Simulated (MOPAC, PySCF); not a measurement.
Dissociation curve of HCl, singlet.

- PM7, restricted, heats of formation (MOPAC)
- UKS-BP86/6-31G* = unrestricted BP86/6-31G*, spherical d (PySCF 2.14.0)
- RKS-B3LYP/6-31G* = restricted B3LYP/6-31G*, spherical d (PySCF)
- UCCSD(T) = CCSD(T) on UHF/6-31G, 5 core orbitals frozen run with PySCF 2.14.0

Energies relative to the lowest point of each curve near equilibrium, in kJ/mol; the last columns give the difference from UCCSD(T):

```tsv
R / Å	PM7	UKS-BP86/6-31G*	RKS-B3LYP/6-31G*	UCCSD(T)	PM7 − UCCSD(T)	UKS-BP86/6-31G* − UCCSD(T)	RKS-B3LYP/6-31G* − UCCSD(T)
0.96	229.6	333.0	325.3	364.3	-134.7	-31.3	-39.0
1.03	124.3	178.2	172.1	202.3	-78.0	-24.0	-30.2
1.10	56.7	83.3	78.7	100.6	-43.9	-17.4	-21.9
1.16	22.1	35.4	32.3	47.6	-25.5	-12.2	-15.3
1.19	11.4	20.2	17.9	30.0	-18.6	-9.8	-12.1
1.23	2.8	7.1	5.8	13.7	-10.9	-6.6	-7.9
1.28	0.0	0.0	0.0	2.8	-2.8	-2.8	-2.8
1.32	3.0	0.2	1.2	0.0	3.0	0.2	1.2
1.37	12.1	5.9	8.2	2.1	10.1	3.8	6.2
1.42	26.1	16.4	20.0	8.9	17.2	7.5	11.1
1.49	51.6	36.5	41.9	23.9	27.8	12.6	18.0
1.58	91.6	68.2	75.7	49.0	42.6	19.2	26.8
1.72	161.5	123.0	133.9	93.6	67.8	29.3	40.2
1.90	252.8	193.6	208.5	151.3	101.5	42.3	57.3
2.12	353.8	271.7	291.5	211.8	142.0	59.9	79.7
2.30	423.6	325.4	350.3	250.1	173.6	75.4	100.2
2.59	511.8	376.7	427.6	291.6	220.2	85.1	136.0
2.84	567.6	399.6	478.7	311.7	255.8	87.9	167.0
3.10	610.6	413.5	519.0	321.2	289.4	92.3	197.9
3.46	652.8	424.0	558.5	324.7	328.1	99.3	233.8
3.79	680.0	428.9	582.5	325.4	354.5	103.5	257.1
4.50	718.6	433.0	610.6	325.8	392.8	107.2	284.8
5.14	741.7	433.9	621.8	325.9	415.8	108.0	295.9
```

PM7 is furthest from UCCSD(T) at 5.14 (415.8 kJ/mol, above); its mean absolute difference over the points is 137.3 kJ/mol.

UKS-BP86/6-31G* is furthest from UCCSD(T) at 5.14 (108.0 kJ/mol, above); its mean absolute difference over the points is 45.1 kJ/mol.

RKS-B3LYP/6-31G* is furthest from UCCSD(T) at 5.14 (295.9 kJ/mol, above); its mean absolute difference over the points is 88.8 kJ/mol.

The restricted form behind PM7, RKS-B3LYP/6-31G* keeps the bonding electrons paired and can't separate into open-shell fragments. The unrestricted determinant behind UKS-BP86/6-31G* is spin-contaminated at 2.30 to 5.14 Å (<S²> up to 1.0, against 0.00 for a pure singlet). The unrestricted determinant behind UCCSD(T) is spin-contaminated at 1.72 to 5.14 Å (<S²> up to 1.0, against 0.00 for a pure singlet).
